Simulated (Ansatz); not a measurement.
# C₄H₇NO: one species, many methods

One table from this session's results is given with a row withheld; the runs are named, their logs left out.

Method: functionals in def2-TZVPP, the program's frozen cores in correlated methods; program: Ansatz 0.2.0, Gaussian basis.

Levels to be run: LDA (SPW92), PBE-D4, revPBE-D4, BLYP-D4, r2SCAN-D4, B97M-V, PBE0-D4, B3LYP-D4, r2SCANh-D4, r2SCAN0-D4, HSE06-D4, BHLYP-D4, CAM-B3LYP-D4, LC-ωPBE, ωB97X-V, ωB97M-V, B2PLYP, PBE-QIDH; CCSD(T)/def2-SVP; CCSD(T)/def2-TZVPP; MP2/def2-QZVPP; extrapolation to the limit; RPA on PBE.

## The geometry

An earlier PBE0-D4 in a triple-zeta def2 set relaxation fixed the geometry.

SMILES `CC1C=NCO1`, 13 atoms, charge 0, spin multiplicity 1.

Atoms are counted from 1 here; the program's logs count them from 0.

Bond lengths: C1–C2 1.516 Å, C1–H7 1.092 Å, C1–H8 1.093 Å, C1–H9 1.091 Å, C2–C3 1.501 Å, C2–O6 1.415 Å, C2–H10 1.102 Å, C3–N4 1.263 Å, C3–H11 1.087 Å, N4–C5 1.439 Å, C5–O6 1.420 Å, C5–H12 1.098 Å, C5–H13 1.096 Å. Angles: C2–C1–H7 110.6°, C2–C1–H8 110.6°, C2–C1–H9 110.0°, H7–C1–H8 108.8°, H7–C1–H9 108.6°, H8–C1–H9 108.3°, C1–C2–C3 114.4°, C1–C2–O6 111.4°, C1–C2–H10 109.2°, C3–C2–O6 101.8°, C3–C2–H10 110.0°, O6–C2–H10 109.8°, C2–C3–N4 114.2°, C2–C3–H11 123.8°, N4–C3–H11 122.1°, C3–N4–C5 107.0°, N4–C5–O6 108.5°, N4–C5–H12 109.4° and more.

Set-up of the first run:

Contents of in.yaml:

```yaml
crystal:
  periodic: [false, false, false]
  atoms:
    - {symbol: C, position_ang: [-0.312985, -1.484848, 0.830119]}
    - {symbol: C, position_ang: [0.386098, -0.181254, 0.499038]}
    - {symbol: C, position_ang: [0.822306, -0.058974, -0.931987]}
    - {symbol: N, position_ang: [0.346347, 0.943653, -1.533750]}
    - {symbol: C, position_ang: [-0.469257, 1.655491, -0.584956]}
    - {symbol: O, position_ang: [-0.489050, 0.922203, 0.631046]}
    - {symbol: H, position_ang: [-1.155311, -1.650173, 0.155352]}
    - {symbol: H, position_ang: [0.379965, -2.325514, 0.742072]}
    - {symbol: H, position_ang: [-0.688620, -1.457340, 1.853991]}
    - {symbol: H, position_ang: [1.252112, -0.053939, 1.169002]}
    - {symbol: H, position_ang: [1.487765, -0.764754, -1.423404]}
    - {symbol: H, position_ang: [-0.049385, 2.656695, -0.421712]}
    - {symbol: H, position_ang: [-1.489382, 1.763953, -0.970113]}
basis:
  gaussian: {orbitals: def2-TZVPP}
hamiltonian: {xc: lda}
output: {orbitals: {seedname: orbitals}}
```

Among the steps run: LDA; PBE-D4 (GGA); revPBE-D4 (GGA); BLYP-D4 (GGA); r2SCAN-D4 (meta-GGA); B97M-V (meta-GGA); PBE0-D4 (hybrid); B3LYP-D4 (hybrid); r2SCANh-D4 (hybrid); r2SCAN0-D4 (hybrid); HSE06-D4 (hybrid); BHLYP-D4 (hybrid); CAM-B3LYP-D4 (range-separated); LC-ωPBE (range-separated); ωB97X-V (range-separated); ωB97M-V (range-separated); B2PLYP (double hybrid); PBE-QIDH (double hybrid).

One of the session's tables, all rows but one given; the rest of the session is left out.

It belongs to the step «Frontier levels by functional». 

| functional | HOMO (eV) | gap (eV) |
| --- | --- | --- |
| LDA (SPW92) | -5.94 | 4.25 |
| PBE-D4 | -5.82 | 4.38 |
| revPBE-D4 | -5.77 | 4.42 |
| BLYP-D4 | ? | ? |
| r2SCAN-D4 | -6.11 | 4.89 |
| B97M-V | -6.26 | 5.12 |
| PBE0-D4 | -7.32 | 6.99 |
| B3LYP-D4 | -7.11 | 6.51 |
| r2SCANh-D4 | -6.67 | 5.86 |
| r2SCAN0-D4 | -7.51 | 7.31 |
| HSE06-D4 | -6.91 | 6.20 |
| BHLYP-D4 | -8.74 | 9.58 |
| CAM-B3LYP-D4 | -8.75 | 9.59 |
| LC-ωPBE | -10.04 | 12.12 |
| ωB97X-V | -9.74 | 11.71 |
| ωB97M-V | -9.67 | 11.51 |

Estimate the missing values for BLYP-D4.

Worked estimate for «HOMO (eV)». Against the share of exact exchange, B3LYP-D4 (0.2, -7.11), BHLYP-D4 (0.5, -8.74) give a slope of -5.43 per unit share; at 0 the line stands at -6.02.

The run gave: HOMO (eV): -5.75; gap (eV): 4.43. In «HOMO (eV)» the line misses by -0.27.
